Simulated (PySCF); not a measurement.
One ligand Y is varied and pulled off as a radical: Zn(F)1–Y. All species are isolated molecules in the gas phase. One relaxed conformer stands for each flexible species; it need not be the lowest. Multiplicities are imposed; where one is given, others were not computed. Strings in code marks are SMILES.

The dipole moment from two functionals at the same geometries (PBE-D3(BJ)/def2-SVP), both in PySCF: PBE-D3(BJ)/def2-TZVP and B3LYP-D3(BJ)/def2-TZVP. B3LYP has the VWN-RPA correlation part, as in Gaussian. 

```json
[
 {"species": "Y = Cl", "PBE-D3(BJ)/def2-TZVP (D)": "0.60"},
 {"species": "Y = F", "PBE-D3(BJ)/def2-TZVP (D)": "0.00"},
 {"species": "Y = Br ([Zn(F)(Br)])", "PBE-D3(BJ)/def2-TZVP (D)": "0.95"},
 {"species": "Y = CH3 ([Zn(F)(CH3)])", "PBE-D3(BJ)/def2-TZVP (D)": "2.74"},
 {"species": "free radical OH (`[OH]`)", "PBE-D3(BJ)/def2-TZVP (D)": "1.73"},
 {"species": "free radical NH2", "PBE-D3(BJ)/def2-TZVP (D)": "1.92"},
 {"species": "free radical CH3", "PBE-D3(BJ)/def2-TZVP (D)": "0.00"},
 {"species": "free radical OCH3 (`C[O]`)", "PBE-D3(BJ)/def2-TZVP (D)": "2.10"},
 {"species": "free radical N(CH3)2", "PBE-D3(BJ)/def2-TZVP (D)": "1.70"},
 {"species": "free radical SH (`[SH]`)", "PBE-D3(BJ)/def2-TZVP (D)": "0.87"}
]
```

Q: What does B3LYP-D3(BJ)/def2-TZVP give for each?

A: 
- Y = Cl: 0.67
- Y = F: 0.00
- Y = Br ([Zn(F)(Br)]): 1.00
- Y = CH3 ([Zn(F)(CH3)]): 2.83
- free radical OH (`[OH]`): 1.78
- free radical NH2: 1.96
- free radical CH3: 0.00
- free radical OCH3 (`C[O]`): 2.07
- free radical N(CH3)2: 1.72
- free radical SH (`[SH]`): 0.86
Over these rows, drawn at random from the members with no instability flagged (it was tested for open shells, ions and some series alone), PBE minus B3LYP-D3(BJ): mean -0.03 D, from -0.09 D to +0.03 D.
